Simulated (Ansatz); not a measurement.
2H WSe2 was calculated with r²SCAN0 in Ansatz (plane waves, PAW).

From the output:

```
WARN the atoms were moved onto the symmetric positions of the space group found under crystal.symmetry.tolerance 1.0e-5 (fractional …
WARN output.stress: scf.exx.energy_threshold = 1e-6 eV is looser than the 6e-8 eV advised for a stress under a hybrid functional (1e-8 eV for each atom of the …
Crystal: 6 atoms, lattice volume = 120.896 Å³
Basis set: ecut = 520 eV, 3193 PW (Γ), exchange–correlation on 75×75×300 points (27 copies of the dense FFT grid, shifted against one another)
Bands: 56, of which v1, the nominal top of the filled ones, is band 46 counted from 1 (45 counted from 0)
Symmetry: 24 space group operations
Space group: P63/mmc (ITA 194), of the structure as read, at distance tolerance 4.9e-5 Å
k-points: 24 of 162
Functional: x = r2scan, c = r2scan; τ floored in thin density (d = 2e-4 eV/Å³), warm-up for x = 0.75 r2scan + 0.25 exact, c = r2scan; τ floored in thin density (d = 2e-4 eV/Å³)
SCF iter   1: F=—  HF=-42710.591440 eV  |F-HF|=—  |Δ(HF+E_count)|=         —  Δρ=7.91e-3  dr2=1.42e-1  dr2_τ=6.48e-2
SCF iter   2: F=—  HF=-42710.780140 eV  |F-HF|=—  |Δ(HF+E_count)|=   1.89e-1  Δρ=1.07e-2  dr2=5.05e-1  dr2_τ=3.11e-2
  ...
Crystal: 6 atoms, lattice volume = 120.896 Å³
Initial density: handed on by an earlier stage of this run
Functional: x = 0.75 r2scan + 0.25 exact, c = r2scan; τ floored in thin density (d = 2e-4 eV/Å³)
Crystal: 6 atoms, lattice volume = 120.896 Å³
SCF iter   6: F=—  HF=-42699.657025 eV  |F-HF|=—  |Δ(HF+E_count)|=   2.42e-9  Δρ=1.22e-6  dr2=2.42e-9  dr2_τ=5.95e-11
Crystal: 6 atoms, lattice volume = 120.896 Å³
SCF iter   1: F=—  HF=-42699.657025 eV  |F-HF|=—  |Δ(HF+E_count)|=         —  Δρ=1.14e-6  dr2=1.60e-9  dr2_τ=3.49e-10
SCF 4 converged in 2 iterations: F = -42699.657025 eV  dr2 = 1.82e-10
Free energy (F): -42699.657025 eV
Internal energy: -42699.657025 eV  (E = F + TS)
E sigma→0 (E₀):  -42699.657025 eV
Fermi energy:    13.424007 eV
--- Forces (eV/Å), atoms counted from 1 ---
  atom   1  W      0.00000000     0.00000000     0.00000000
  atom   2  W      0.00000000    -0.00000000     0.00000000
  atom   3  Se    -0.00000000    -0.00000000     0.47621267
  atom   4  Se     0.00000000     0.00000000     0.47621267
  atom   5  Se     0.00000000     0.00000000    -0.47621267
  atom   6  Se    -0.00000000    -0.00000000    -0.47621267
--- Stress (GPa, compression-positive) ---
       -0.613604       0.000000       0.000000
        0.000000      -0.613604       0.000000
        0.000000       0.000000      -1.602389
  P = ⅓ Tr σ = -0.9432 GPa (-9.432 kbar)
```

Problem. Write an input file that could have produced this run (the log leaves some choices open).

Solution. This is not unique; one that fits is 
Ansatz 0.2 input:
```yaml
crystal:
  lattice:
    - [-1.641, -2.842295, 0.0]
    - [-1.641, 2.842295, 0.0]
    - [0.0, 0.0, -12.96]
  atoms:
    - { symbol: W, position: [0.333333, 0.666667, 0.25] }
    - { symbol: W, position: [0.666667, 0.333333, 0.75] }
    - { symbol: Se, position: [0.333333, 0.666667, 0.879] }
    - { symbol: Se, position: [0.666667, 0.333333, 0.379] }
    - { symbol: Se, position: [0.666667, 0.333333, 0.121] }
    - { symbol: Se, position: [0.333333, 0.666667, 0.621] }
basis:
  ecutwfc: 520
  ecutrho_ratio: 4
  xc_grid: 3
kpoints:
  mp_grid: { grid: [9, 9, 2] }
  band_path: { path: [[0, 0, 0], [0.179688, 0.182292, 0.0]], npoints: 1 }
hamiltonian:
  xc: r2scan0
  dispersion: none
  pseudopotentials: { kind: paw }
scf:
  occupations: { method: fermi_dirac, width: 0.01 }
  convergence: { dr2_threshold: 0.0000000006 }
output:
  forces: true
  stress: true
  eigenvalues: true
  write_bands: true
```

The PAW data were made under PBE.

Note: cell and atoms aren't relaxed at this level (largest force component 0.48 eV/Å, pressure -0.9 GPa).

Computing time: roughly 18 core-minutes.

Ansatz is a quantum-chemistry and plane-wave program.
